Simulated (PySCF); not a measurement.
Compound: C3H4F2O.
Cartesian coordinates in Å at the GFN2-xTB level; atoms count from 1:
```xyz
10
C3H4F2O angstrom
F      1.4769   -1.2528   -0.5460
C      1.1944    0.0312   -0.2064
F      2.2170    0.4458    0.5720
C     -0.1182    0.1001    0.5445
C     -1.3731   -0.1137   -0.1818
O     -0.9646    1.1570    0.2276
H      1.1873    0.6386   -1.1240
H     -0.0472   -0.1672    1.5952
H     -1.3422   -0.3014   -1.2489
H     -2.2215   -0.5332    0.3452
```

Level of theory: TDDFT B3LYP/def2-SVPD, vertical, gas phase, core orbitals frozen in the response in PySCF 2.14.0, density-fitted response routines.

Frontier orbitals with the atoms that hold most of them (Löwdin shares over 4%, at most four atoms; ? is withheld):

```tsv
orbital	ε (eV)	atoms
HOMO-3	-11.48	F3 51%, F1 42%
HOMO-2	-10.05	F1 23%, F3 17%, C2 16%, C4 12%
HOMO-1	-9.33	?
HOMO	-8.41	?
LUMO	?	C5 23%, H9 16%, H10 13%, C2 11%
LUMO+1	0.78	O6 17%, H7 15%, H8 15%, C2 13%
LUMO+2	1.01	O6 28%, H9 11%, H8 11%, F1 10%
```

Problem. Give the leading atoms of the HOMO-1.

Solution. O6 (bonded to 2 C) 29%; C5 (bonded to C, O and 2 H) 27%; C4 (bonded to 2 C, O and H) 26%; F3 (bonded to C) 6%. By element: carbon 54% or more, oxygen 29%, fluorine 6% or more.

Problem. Give the leading atoms of the HOMO.

Solution. O6 (bonded to 2 C) 64%; C5 (bonded to C, O and 2 H) 8%; C4 (bonded to 2 C, O and H) 8%; C2 (bonded to C, 2 F and H) 5%. By element: oxygen 64%, carbon 21%.

Problem. What is the LUMO energy, and the HOMO–LUMO gap?

Solution. ε(LUMO) = 0.42 eV; the gap is 8.83 eV (0.3243 hartree).

Problem. How does S1 compare with the orbital gap of 8.83 eV?

Solution. S1 is at 7.78 eV (f = 0.012), 1.05 eV below the gap, made of HOMO→LUMO (91%). 

Problem. One configuration dominates each of S1, S6 and S7. Which, and how do the shares of the two leading atoms of either orbital change from the occupied to the empty one?

Solution. 
- S1 (7.78 eV, f 0.012), HOMO→LUMO (91%): O6 64% → at most 12%, C5 8% → 23%, H9 at most 5% → 16%
- S6 (8.78 eV, f 0.035), HOMO-1→LUMO (96%): O6 29% → at most 12%, C5 27% → 23%, H9 at most 7% → 16%
- S7 (9.00 eV, f 0.014), HOMO-1→LUMO+1 (80%): O6 29% → 17%, C5 27% → at most 14%, H7 at most 7% → 15%

On Arm Neoverse V1, one thread, shared host, this took 16 s of wall time.

One conformer stands for the species.
